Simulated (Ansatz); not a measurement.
**SiHCl: small, medium and large basis sets**

An exercise on one series of results from a longer session: the logs are not shown, and one member is left open.

Program: Ansatz 0.2.0, Gaussian basis. Level of theory: one geometry, several basis sets. These are calculated values, not measurements.

Levels to be run: PBE0-D4/def2-SVP; ωB97M-V/def2-SVP; PBE0-D4/def2-QZVPP; ωB97M-V/def2-QZVPP; CCSD(T)/cc-pV(D+d)Z; CCSD(T)/cc-pV(T+d)Z; CCSD(T)/cc-pV(Q+d)Z; the functionals' def2-TZVPP values are taken from earlier runs.

## The relaxed structure

All runs share one geometry, relaxed beforehand with PBE0-D4 in a triple-zeta def2 set.

SMILES `[SiH]Cl`, 3 atoms, charge 0, spin multiplicity 1.

Atoms are counted from 1 here; the program's logs count them from 0.

Bond lengths: Si1–Cl2 2.077 Å, Si1–H3 1.529 Å. Angles: Cl2–Si1–H3 94.7°.

The first run:

File in.yaml:

```yaml
crystal:
  periodic: [false, false, false]
  atoms:
    - {symbol: Si, position_ang: [-0.545882, 0.550550, -0.249467]}
    - {symbol: Cl, position_ang: [1.270126, 0.330783, 0.734855]}
    - {symbol: H, position_ang: [-0.735245, -0.946133, -0.498688]}
basis:
  gaussian: {orbitals: def2-SVP}
hamiltonian: {xc: pbe0, dispersion: d4}
output: {orbitals: {seedname: orbitals}}
```

Launch:

```sh
> ansatz run in.yaml --threads 2 --pin off --events-out ev --progress --plain --max-ram 32768MiB --backend cpu
```

Among the steps run: PBE0-D4 in def2-SVP; ωB97M-V in def2-SVP; PBE0-D4 in def2-QZVPP; ωB97M-V in def2-QZVPP.

One table of the session follows, with a row left open; its other results are not shown here.

It belongs to the step «Density functionals: the series». 

| functional | basis | HOMO (eV) | LUMO (eV) |
| --- | --- | --- | --- |
| PBE0-D4 | def2-SVP | -6.91 | -2.92 |
| PBE0-D4 | def2-TZVPP | -6.99 | -2.97 |
| PBE0-D4 | def2-QZVPP | -7.02 | -3.00 |
| ωB97M-V | def2-SVP | -8.94 | -0.80 |
| ωB97M-V | def2-TZVPP | -9.06 | -0.94 |
| ωB97M-V | def2-QZVPP | ? | ? |

Estimate the missing values for ωB97M-V, def2-QZVPP.

**Answer.** HOMO (eV): -9.10; LUMO (eV): -1.01. In the column «HOMO (eV)» it is the lowest.
